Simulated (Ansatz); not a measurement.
Ansatz input

```yaml
crystal:
  lattice:
    - [3.1878935042, 0.0, 0.0]
    - [-1.5939467521, 2.7607967592, 0.0]
    - [0.0, 0.0, 5.1022363105]
  atoms:
    - { symbol: Zr, position: [0.3333333333, 0.6666666667, 0.25], spin: 1.0, spin_axis: [0, 0, 1] }
    - { symbol: Zr, position: [0.6666666667, 0.3333333333, 0.75], spin: 1.0, spin_axis: [0, 0, 1] }
hamiltonian:
  xc: pbesol
  pseudopotentials:
    kind: paw_fr
    azcp:
      Zr: "pseudopotentials/Zr.paw.azcp"
basis:
  ecutwfc: 420
  fft_grid_basis: typed
kpoints:
  mp_grid: { grid: [11, 11, 6], shift: [0, 0, 0] }
magnetization:
  noncollinear: true
  spin_orbit: true
scf:
  occupations: { method: fermi_dirac, width: 0.05 }
```

Output

```
Warning: the record states the generating functional pbe (its physics header spells it `PBE`), which answers neither for hamiltonian.xc's functional nor for the pbesol family's — results may be inconsistent (PPs are generated against a specific XC)
Engine: ansatz 0.2.0, x86_64-unknown-linux-gnu
Pseudopotentials: kind: paw_fr
Pseudopotential: Zr, paw_fr, valence charge 12, recommended cutoff 420 eV (normal) 
Functional definition: PBEsol
  exchange = pbesol_x
  correlation = pbesol_c
Crystal: 2 atoms, lattice volume = 44.905 Å³
Basis set: ecut = 420 eV, 857 PW (Γ)
Bands: 32, of which v1, the nominal top of the filled ones, is band 24 counted from 1 (23 counted from 0)
Symmetry: 12 space group operations + 12 with time reversal
Magnetic group: BNS 194.270 (UNI 1500), of the structure as read, at distance tolerance 3.6e-5 Å
k-points: 64 of 726 (time reversal used)
Projection manifold: j_resolved (fully-relativistic pseudo-atomic orbitals)
Non-local potential: Zr, projectors of the file, l = 0: 3, l = 1: 4, l = 2: 4, l = 3: 4
PAW form: soft (Blöchl's): semilocal exchange-correlation on the pseudo side does not see the compensation charge
PAW frozen core: Zr, regenerated for the run's functional, and the local potential with it (the file was generated under x = pbe(κ = 0.804, μ = 0.2195149727645171), c = pbe(β = 0.06672455060314922))
PAW one-centre angular grid: Zr, 590 points (default); XC on 64 Gauss nodes
Initial density: superposition of atomic densities (chi_scale 0.1, normalization cell)
Starting moments: Σ|m| = 2 μB on 2 of 2 sites
Initial wavefunctions: pseudopotential atomic-orbital guess
Functional: x = pbesol(κ = 0.804, μ = 0.12345679012345678), c = pbesol(β = 0.046)
iter 1 solved again at ethr=2.16e-3 eV; its pass at ethr=3.10e-3 eV (dr2=5.20e-1 eV) is discarded
SCF iter   1: F=—  HF=-8258.895404 eV  |F-HF|=—  |Δ(HF+E_count)|=         —  Δρ=7.28e-2  dr2=5.30e-1  dr2_m=5.46e-1  ethr=2.16e-3  |M|=4.23e-1 ∫|m|=4.23e-1 μB  |m|>n=0.0e0 m-floor=0.0e0 τ_xc=2.4e-15 mc-row=0.0e0  β_m=0.30  ⟨swp⟩=1.0  Hψ=11953  notcnv=0
SCF iter   2: F=—  HF=-8258.919644 eV  |F-HF|=—  |Δ(HF+E_count)|=   2.42e-2  Δρ=5.31e-2  dr2=3.06e-1  dr2_m=2.90e-1  ethr=2.16e-3  |M|=3.39e-1 ∫|m|=3.39e-1 μB  |m|>n=0.0e0 m-floor=0.0e0 τ_xc=3.9e-5 mc-row=0.0e0  β_m=0.30  ⟨swp⟩=2.0  Hψ=2443  notcnv=0
SCF iter   3: F=—  HF=-8258.867842 eV  |F-HF|=—  |Δ(HF+E_count)|=   5.18e-2  Δρ=3.85e-2  dr2=5.10e-3  dr2_m=1.53e-1  ethr=1.27e-3  |M|=2.73e-1 ∫|m|=2.73e-1 μB  |m|>n=0.0e0 m-floor=0.0e0 τ_xc=4.5e-5 mc-row=0.0e0  β_m=0.30  ⟨swp⟩=2.6  Hψ=4098  notcnv=0  defer=1
SCF iter   4: F=—  HF=-8258.903499 eV  |F-HF|=—  |Δ(HF+E_count)|=   3.57e-2  Δρ=2.86e-2  dr2=1.45e-3  dr2_m=8.44e-2  ethr=2.13e-5  |M|=2.07e-1 ∫|m|=2.07e-1 μB  |m|>n=0.0e0 m-floor=0.0e0 τ_xc=4.2e-5 mc-row=0.0e0  β_m=0.30  ⟨swp⟩=2.6  Hψ=4143  notcnv=0  defer=3
SCF iter   5: F=—  HF=-8258.924580 eV  |F-HF|=—  |Δ(HF+E_count)|=   2.11e-2  Δρ=2.12e-2  dr2=3.76e-5  dr2_m=4.64e-2  ethr=6.05e-6  |M|=1.59e-1 ∫|m|=1.59e-1 μB  |m|>n=0.0e0 m-floor=0.0e0 τ_xc=3.5e-5 mc-row=0.0e0  β_m=0.30  ⟨swp⟩=2.9  Hψ=3697  notcnv=0  defer=3
SCF iter   6: F=—  HF=-8258.936362 eV  |F-HF|=—  |Δ(HF+E_count)|=   1.18e-2  Δρ=1.58e-2  dr2=1.17e-5  dr2_m=2.55e-2  ethr=1.57e-7  |M|=1.24e-1 ∫|m|=1.24e-1 μB  |m|>n=0.0e0 m-floor=0.0e0 τ_xc=2.7e-5 mc-row=0.0e0  β_m=0.30  ⟨swp⟩=2.1  Hψ=3726  notcnv=0  defer=3
SCF iter   7: F=—  HF=-8258.943094 eV  |F-HF|=—  |Δ(HF+E_count)|=   6.73e-3  Δρ=1.17e-2  dr2=4.50e-6  dr2_m=1.41e-2  ethr=4.88e-8  |M|=9.72e-2 ∫|m|=9.73e-2 μB  |m|>n=0.0e0 m-floor=0.0e0 τ_xc=2.1e-5 mc-row=0.0e0  β_m=0.30  ⟨swp⟩=2.0  Hψ=3720  notcnv=0  defer=3
Mixer restart at iter 7: flushing history
spin-set hold released at iteration 7 (site moments contracting): the magnetisation degrees of freedom join the quasi-Newton model from the next iteration; the mixer history was flushed
SCF iter   8: F=—  HF=-8258.946971 eV  |F-HF|=—  |Δ(HF+E_count)|=   3.88e-3  Δρ=8.70e-3  dr2=4.67e-6  dr2_m=7.79e-3  ethr=1.88e-8  |M|=7.65e-2 ∫|m|=7.66e-2 μB  |m|>n=0.0e0 m-floor=0.0e0 τ_xc=1.5e-5 mc-row=0.0e0  β_m=0.65  ⟨swp⟩=2.0  Hψ=3668  notcnv=0  defer=3
SCF iter   9: F=—  HF=-8258.952392 eV  |F-HF|=—  |Δ(HF+E_count)|=   5.42e-3  Δρ=5.01e-4  dr2=1.33e-6  dr2_m=2.58e-5  ethr=1.88e-8  |M|=9.74e-3 ∫|m|=9.96e-3 μB  |m|>n=0.0e0 m-floor=0.0e0 τ_xc=9.5e-7 mc-row=0.0e0  β_m=0.82  ⟨swp⟩=3.0  Hψ=4145  notcnv=0  defer=3
SCF iter  10: F=—  HF=-8258.952454 eV  |F-HF|=—  |Δ(HF+E_count)|=   6.22e-5  Δρ=1.91e-4  dr2=2.73e-7  dr2_m=3.77e-6  ethr=5.53e-9  |M|=3.81e-3 ∫|m|=3.93e-3 μB  |m|>n=0.0e0 m-floor=0.0e0 τ_xc=1.7e-7 mc-row=0.0e0  β_m=0.91  ⟨swp⟩=2.0  Hψ=3718  notcnv=0  defer=2
SCF iter  11: F=—  HF=-8258.952465 eV  |F-HF|=—  |Δ(HF+E_count)|=   1.14e-5  Δρ=2.67e-5  dr2=3.23e-7  dr2_m=5.55e-8  ethr=4.17e-10  |M|=4.08e-4 ∫|m|=4.83e-4 μB  |m|>n=0.0e0 m-floor=0.0e0 τ_xc=3.5e-9 mc-row=0.0e0  β_m=0.80  ⟨swp⟩=3.0  Hψ=5249  notcnv=0
SCF iter  12: F=—  HF=-8258.952465 eV  |F-HF|=—  |Δ(HF+E_count)|=   4.63e-8  Δρ=9.10e-6  dr2=5.57e-10  dr2_m=8.52e-9  ethr=4.17e-10  |M|=6.07e-5 ∫|m|=1.64e-4 μB  |m|>n=0.0e0 m-floor=0.0e0 τ_xc=3.3e-10 mc-row=0.0e0  β_m=0.90  ⟨swp⟩=1.0  Hψ=5813  notcnv=0
SCF iter  13: F=—  HF=-8258.952465 eV  |F-HF|=—  |Δ(HF+E_count)|=   3.33e-8  Δρ=1.49e-6  dr2=1.01e-9  dr2_m=2.29e-10  ethr=2.32e-12  |M|=3.62e-6 ∫|m|=2.69e-5 μB  |m|>n=0.0e0 m-floor=0.0e0 τ_xc=9.2e-12 mc-row=0.0e0  β_m=0.81  ⟨swp⟩=3.0  Hψ=5073  notcnv=0
SCF iter  14: F=—  HF=-8258.952465 eV  |F-HF|=—  |Δ(HF+E_count)|=  3.78e-10  Δρ=4.91e-7  dr2=1.15e-11  dr2_m=2.49e-11  ethr=2.32e-12  |M|=1.74e-6 ∫|m|=7.08e-6 μB  |m|>n=0.0e0 m-floor=0.0e0 τ_xc=2.5e-12 mc-row=0.0e0  β_m=0.88  ⟨swp⟩=2.5  Hψ=3894  notcnv=0
SCF iter  15: F=-8258.952465 eV  HF=-8258.952465 eV  |F-HF|=1.82e-12  |Δ(HF+E_count)|=  8.91e-11  Δρ=1.06e-7  dr2=8.59e-13  dr2_m=1.17e-12  ethr=1.00e-12  |M|=4.84e-7 ∫|m|=1.45e-6 μB  |m|>n=0.0e0 m-floor=0.0e0 τ_xc=1.7e-14 mc-row=0.0e0  ⟨swp⟩=2.0  Hψ=3831  notcnv=0
WARN: the starting moments were not kept: the SCF closed with an absolute magnetisation of 1.4e-6 μB, where they sum to 2 μB in size (2 sites). That is at most 0.1 of that sum. Measured as dr2_m measures the in/out step, that magnetisation stands 2.2e-13 eV from none, at or under the dr2_threshold of 1.0e-7 eV: it is no larger than a step whose dr2_m would equal this threshold. The system may hold no moment; this SCF shows only that its start led to no more than that. To try another start: raise the starting moments (crystal.atoms[].spin, magnetization.per_species, magnetization.initial_magnetization, or on a non-collinear deck that types none of these the spinor_matrix: blocks that start its atoms; where the total moment is fixed, keep their sum and leave initial_magnetization as it is; typed ones take the place of any that the run laid by itself, positive ones on a crystal's lanthanoids without a Hubbard term where scf.initial_density.shell_occupations: [] is typed) or, if the notice of its spin-set hold's release reads "site moments contracting" or "site moments show no strong build", lengthen the hold (scf.mixing.spin_hold: { on: { confirm: 4 } }; for m-r²SCAN on two components see the key's manual first). Each may lead to a state that holds a moment. A second SCF, from the converged charge density, with the starting moments and any scf.initial_density.shell_occupations laid on it anew, would have followed, and was not run: the deck does not ask for one (magnetization.retry_lost_moments is false, the default). To let it run, set magnetization.retry_lost_moments: true and run the deck again, where that key's refused combinations let it; where memory then withholds it, that run's warning says so.
SCF 1 converged in 15 iterations: F = -8258.952465 eV  dr2 = 8.59e-13
SCF converged after 15 iterations
Magnetization: |M| = 0.0000 μB,  M = (-0.0000, -0.0000, -0.0000) μB
Absolute magnetization: 0.0000 μB (∫|m|, with the PAW one-centre terms)
  site 0: m = (+0.0000, -0.0000, -0.0000) μB, |m| = 0.0000 μB  (R = 1.30 Å)
  site 1: m = (-0.0000, +0.0000, -0.0000) μB, |m| = 0.0000 μB  (R = 1.30 Å)
Free energy (F): -8258.952465 eV
Harris-Foulkes:  -8258.952465 eV  (|F-HF|=1.82e-12)
Internal energy: -8258.937313 eV  (E = F + TS)
E sigma→0 (E₀):  -8258.944889 eV
Entropy (-TS):   -0.015152 eV (-7.576 meV/atom)
Fermi energy:    14.471586 eV
--- Per-component energies (eV) ---
  E_band       = -180.661067
  E_kinetic    = 666.648648
  E_local      = -1222.525747  (includes V_loc(G=0)·N_el)
  E_nonlocal   = 164.861941
  E_hartree    = 377.526170
  E_xc         = -320.852758
  E_vxc        = -380.618300  (∫ρ·V_xc dr)
  E_paw        = -5802.242511  (= ΣΔE_a)
  E_vpaw       = -164.079986  (= ΣTr[D̂ρ^β])
  E_aug_tail   = 0.000048  (compensation charges beyond the density's cutoff)
  E_ewald      = -2122.686039
  E_core_change = 0.332935  (= ΣΔE_core)
  E_smearing   = -0.015152  (= −TS)
  E_closure    = 0.000000  (closes the sum)
  Σ components = -8258.952465   (vs F -8258.952465, Δ=0.00e0)
```
